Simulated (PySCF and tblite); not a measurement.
(CH3CH2)2CHF, C₅H₁₁F, numbered as in [CH3:1][CH2:2][CH:3]([F:4])[CH2:5][CH3:6].

Free energies: PBE0-D3(BJ)/def2-TZVP (IEF-PCM, chloroform) on PBE0-D3(BJ)/def2-SVP structures plus GFN2-xTB thermal terms, symmetry and mirror images included. Conformers within 3 kcal/mol (GFN2-xTB free energy) were kept, 8 at most. Couplings: B3LYP/pcSseg-1 with pcJ-1 on H, F (gas phase; spin-dipole term only for pairs with B, N, F, Si or P). Couplings are for ¹⁹F, ¹H. Of two unlike H on one atom, a is the less shielded (WP04/pcSseg-1 (IEF-PCM, chloroform)). Run with PySCF (density fitting) and tblite.

Torsions listed: C1–C2–C3–F4, F4–C3–C5–C6. Of a mirror pair one member is shown.

| conformer | shape | weight % |
| --- | --- | --- |
| 1 | -172°, 57° | 38.0 |
| 2 | -57°, 57° | 34.0 |
| 3 | -59°, -60° | 14.5 |
| 4 | 64°, 178° | 12.7 |
| 5 | -151°, 177° | 0.8 |

**Question.** Give the couplings in each conformer and the averages at 298.15 K (pairs that fast motion interchanges averaged).

**Answer.** 
```tsv
coupling	pairs	1	2	3	4	average (Hz)
⁴J(H1,F4)	6	0.4	1.0	0.7	0.0	0.6
³J(H2a,F4)	2	11.0	9.0	24.9	25.1	14.2
³J(H2b,F4)	2	22.2	38.4	22.9	9.3	26.2
²J(H3,F4)	1	55.4	58.1	55.8	53.6	56.1
²J(H1,H1)	6	-14.3	-14.2	-14.3	-14.4	-14.3
³J(H1,H2a)	6	8.4	8.0	8.1	8.5	8.2
³J(H1,H2b)	6	8.3	8.3	8.3	8.4	8.3
²J(H2a,H2b)	2	-15.0	-15.6	-15.7	-15.6	-15.4
³J(H2a,H3)	2	8.0	12.0	7.1	3.7	8.7
³J(H2b,H3)	2	6.9	1.9	3.7	8.4	4.9
```

Only couplings over up to 4 bonds are listed; longer-range ones, if any, are left out.

Computed couplings to fluorine can be off by tens of per cent at such levels.
